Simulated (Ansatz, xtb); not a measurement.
**Two structures of B2FH2−**

Structure X is `B=[BH-]F`, a singlet and structure Y is a triplet given by its coordinates. Both are isolated ions in the gas phase, relaxed with r2SCAN-D4/def2-TZVPD.

X (Å):

```tsv
atom	x (Å)	y (Å)	z (Å)
B	-0.3184	-0.7589	-0.2644
B	-1.2764	0.3267	0.2677
F	0.5369	-1.6983	0.3178
H	-0.3415	-0.7669	-1.4994
H	-2.0579	1.2044	0.4719
```

Y (Å):

```xyz
5

B    -0.3501   -0.7243   -0.2987
B    -1.2547    0.3129    0.5618
F     0.5114   -1.6656    0.2544
H    -0.3160   -0.8040   -1.5285
H    -2.0479    1.1880    0.3045
```

Close contacts (Å): B1–B2 1.62, B1–F3 1.39, B1–H4 1.23, B2–H5 1.21.

**Question.** Estimate E(Y) − E(X) at the level CCSD(T)/def2-TZVPPD.

**Answer.** Calculated at CCSD(T)/def2-TZVPPD: E(Y) − E(X) = +0.139 eV, so structure X lies lower.

Level by level:

```tsv
level	geometry	E(Y) − E(X) (eV)	departure from the last row (eV)	job, with rough time for the two
r2SCAN-D4/def2-TZVPD	r2SCAN-D4/def2-TZVPD	−0.106	−0.245	optimisation, 60 s
HF/def2-TZVPPD	r2SCAN-D4/def2-TZVPD	−0.552	−0.691	part of the CCSD(T) run
MP2/def2-TZVPPD	r2SCAN-D4/def2-TZVPD	+0.095	−0.044	part of the CCSD(T) run
CCSD(T)/def2-TZVPPD	r2SCAN-D4/def2-TZVPD	+0.139		single point, 57 s
```

r2SCAN-D4/def2-TZVPD, HF/def2-TZVPPD put the two in the other order. The largest departure from CCSD(T)/def2-TZVPPD is that of HF/def2-TZVPPD, 0.691 eV. Levels run at GFN2-xTB geometries aren't shown.

With harmonic frequencies from r2SCAN-D4/def2-TZVPD (ideal gas, rigid rotor, one conformer each, 1000 K, 1 atm): on the last row, ΔE + ΔZPE = +0.158, ΔH = +0.134, ΔG = +0.175 eV.

Open shells are spin-unrestricted. The correlated steps freeze 3 core orbitals. ΔG holds the spin degeneracy. Codes used: Ansatz 0.2.0; the last row on 2 threads of Arm Neoverse V1 on a shared host.
